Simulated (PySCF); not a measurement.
Species: C₃H₂F₂O.
Numbering: `[O:1]=[CH:2]/[C:3]([F:4])=[CH:5]\[F:6]` (hydrogens: H7 on C2; H8 on C5)

Level of theory: EOM-IP-CCSD/aug-cc-pVDZ in PySCF, restricted Hartree–Fock reference, frozen core, non-relativistic, gas phase, PBE0-D3(BJ)/def2-SVP geometry.

Hartree–Fock orbital energies give these Koopmans values (eV): HOMO 10.84, HOMO-1 12.33, HOMO-2 15.27, HOMO-3 16.58, HOMO-4 17.67, HOMO-5 18.59, HOMO-6 19.48, HOMO-7 19.56.

Q: What vertical ionisation energies does EOM-IP-CCSD give?

A: 
```tsv
leading hole (HF orbital)	Koopmans (eV)	EOM-IP-CCSD (eV)	change (eV)	one-hole share
HOMO	10.84	10.48	-0.36	0.96
HOMO-1	12.33	10.51	-1.82	0.94
HOMO-2	15.27	14.43	-0.84	0.91
HOMO-3	16.58	14.49	-2.09	0.95
HOMO-4	17.67	15.27	-2.40	0.94
HOMO-5	18.59	16.21	-2.38	0.94
HOMO-7	19.56	16.79	-2.77	0.94
HOMO-6	19.48	17.22	-2.26	0.94
```

Q: Does the order of the lines follow the orbital energies?

A: No: the HOMO-7 hole (16.79 eV) falls below the HOMO-6 hole (17.22 eV). The corrections run from -2.77 to -0.36 eV, with a mean of -1.86 eV over the 8 lines; no line lies above its Koopmans value.

Q: At what kinetic energies would He II light (40.81 eV) eject these electrons?

A: 30.33 eV (HOMO), 30.30 eV (HOMO-1), 26.38 eV (HOMO-2), 26.32 eV (HOMO-3), 25.54 eV (HOMO-4), 24.60 eV (HOMO-5), 24.02 eV (HOMO-7), 23.59 eV (HOMO-6).

Lines less than 0.15 eV apart could change places at a higher level. One root was sought for each valence orbital with −ε under 21 eV, eight at most, so deeper holes and satellites are missing; no vibrational structure.

The values belong to the conformer `[O:1]=[CH:2]/[C:3]([F:4])=[CH:5]\[F:6]`: O1–C2–C3–F4 180°.
